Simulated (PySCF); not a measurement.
# AlH: bond curves at several levels of theory

The task here is to estimate one member of a computed series from the others.

Computed with PySCF 2.14.0. Level: Al cc-pV(D+d)Z, H cc-pVDZ, no relativity.

The first run:

Settings of the job:

* atoms: Al, H
* charge: 0
* basis: Al cc-pV(D+d)Z, H cc-pVDZ
* Hamiltonian: no relativity
* basis functions: 28
* electrons treated: 14
* masses in u: 26.9815, 1.0078
* levels: PBE0, PBE, r²SCAN, r²SCANh, MN15, r²SCAN0, ωB97X, HF, MP2, SCS-MP2, CCSD, CCSD(T)
* grid: 80 radial by 434 angular points
* occupations: held fixed by the projection of orbital angular momentum
* dissociation limit: Al + H, each in its ground configuration
* starting distance in angstrom: 1.515
* values of 2S to try: 0, 2

Command:

```
OMP_NUM_THREADS=1 python dia.py task.json out
```

Steps of the session up to this table: Input; First curve: PBE0; Excited determinants; PBE; r²SCAN; r²SCANh; MN15 (hybrid meta-GGA); r²SCAN0 (hybrid meta-GGA); ωB97X (range-separated hybrid); RHF (mean field); MP2 and coupled cluster.

One of the session's tables, all rows but one given; the rest of the session is left out.

Energy (eV) from each level's lowest point:

| R (Å) | RHF | RHF-MP2 | RHF-SCS-MP2 | RHF-CCSD | RHF-CCSD(T) |
| --- | --- | --- | --- | --- | --- |
| 1.438 | 0.321 | 0.313 | 0.311 | n/a | n/a |
| 1.505 | 0.136 | 0.132 | 0.131 | 0.132 | 0.134 |
| 1.572 | ? | ? | ? | ? | ? |
| 1.622 | 0.002 | 0.002 | 0.001 | 0.002 | 0.003 |
| 1.672 | 0.000 | 0.000 | 0.000 | 0.000 | 0.000 |
| 1.722 | 0.022 | 0.023 | 0.023 | 0.021 | 0.021 |
| 1.789 | 0.083 | 0.084 | 0.083 | 0.079 | 0.077 |
| 1.873 | 0.197 | 0.197 | 0.196 | 0.187 | 0.184 |
| 1.973 | 0.373 | 0.372 | 0.370 | 0.353 | 0.348 |
| 2.107 | 0.647 | 0.643 | 0.640 | n/a | n/a |

Estimate the missing values for R (Å) = 1.572.

Worked estimate for «RHF». A straight line through the neighbours (1.505, 0.136) and (1.622, 0.002) gives 0.136 + (0.002 − 0.136) × (1.572 − 1.505) / (1.622 − 1.505) = 0.059; a parabola fitted to 4 rows on both sides gives 0.032.

**Answer.** RHF: 0.035; RHF-MP2: 0.033; RHF-SCS-MP2: 0.032; RHF-CCSD: 0.034; RHF-CCSD(T): 0.035. In «RHF» the line misses by +0.024 and the parabola by -0.003.
